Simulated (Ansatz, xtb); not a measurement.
## CH3OSi+: which of two isomers lies lower

Structure X: `C[O+]=[Si]`, a singlet. Structure Y: `C[Si+]=O`, a singlet. Both are isolated ions in the gas phase, relaxed with B3LYP-D3(BJ)/def2-SVP.

X (Å):

```yaml
atoms:
  - { symbol: C, position_ang: [-4.0856, 2.3478, -1.4257] }
  - { symbol: O, position_ang: [-3.1064, 1.3738, -1.0069] }
  - { symbol: Si, position_ang: [-2.0469, 0.3199, -0.5535] }
  - { symbol: H, position_ang: [-4.7043, 2.5963, -0.5543] }
  - { symbol: H, position_ang: [-3.5449, 3.2298, -1.7915] }
  - { symbol: H, position_ang: [-4.6885, 1.8948, -2.2227] }
```

Y (Å):

```xyz
6

C    -4.1101    2.2350   -1.7441
O    -2.1097    0.8653    0.5531
Si   -3.0111    1.4826   -0.4821
H    -5.1356    2.2564   -1.3334
H    -4.0620    1.6100   -2.6539
H    -3.7448    3.2577   -1.9476
```

**Question.** Estimate which is lower in electronic energy at CCSD(T)/def2-TZVPP, and by roughly how much.

**Answer.** The CCSD(T)/def2-TZVPP calculation puts structure X lower, by 1.314 eV.

The same difference at several levels:

```json
{"level": "GFN2-xTB", "geometry": "GFN2-xTB", "E(Y) − E(X) (eV)": "−0.109", "departure from the last row (eV)": "−1.423", "job, with rough time for the two": "optimisation, 0.084 s"}
{"level": "HF/STO-3G", "geometry": "GFN2-xTB", "E(Y) − E(X) (eV)": "+3.037", "departure from the last row (eV)": "+1.722", "job, with rough time for the two": "single point, 0.74 s"}
{"level": "r2SCAN-D4/def2-SVP", "geometry": "GFN2-xTB", "E(Y) − E(X) (eV)": "+1.232", "departure from the last row (eV)": "−0.082", "job, with rough time for the two": "single point, 2.8 s"}
{"level": "B3LYP-D3(BJ)/def2-SVP", "geometry": "B3LYP-D3(BJ)/def2-SVP", "E(Y) − E(X) (eV)": "+1.524", "departure from the last row (eV)": "+0.210", "job, with rough time for the two": "optimisation, 14 s"}
{"level": "HF/def2-TZVPP", "geometry": "B3LYP-D3(BJ)/def2-SVP", "E(Y) − E(X) (eV)": "+1.953", "departure from the last row (eV)": "+0.639", "job, with rough time for the two": "part of the CCSD(T) run"}
{"level": "MP2/def2-TZVPP", "geometry": "B3LYP-D3(BJ)/def2-SVP", "E(Y) − E(X) (eV)": "+1.076", "departure from the last row (eV)": "−0.238", "job, with rough time for the two": "part of the CCSD(T) run"}
{"level": "CCSD(T)/def2-TZVPP", "geometry": "B3LYP-D3(BJ)/def2-SVP", "E(Y) − E(X) (eV)": "+1.314", "departure from the last row (eV)": "", "job, with rough time for the two": "single point, 37 s"}
```

As drawn, Y has 1 C–Si in place of 1 C–O.

GFN2-xTB puts the two in the other order. The largest departure from CCSD(T)/def2-TZVPP is that of HF/STO-3G, 1.722 eV.

With harmonic frequencies from B3LYP-D3(BJ)/def2-SVP (ideal gas, rigid rotor, one conformer each, 400 K, 1 atm): on the last row, ΔE + ΔZPE = +1.233, ΔH = +1.244, ΔG = +1.229 eV.

The T1 diagnostic of structure Y is large, so the coupled-cluster value is less sure. The correlated steps freeze 7 core orbitals. Run with Ansatz 0.2.0, xtb 6.7.1; the last row on 1 thread of Arm Neoverse V1 on a shared host.
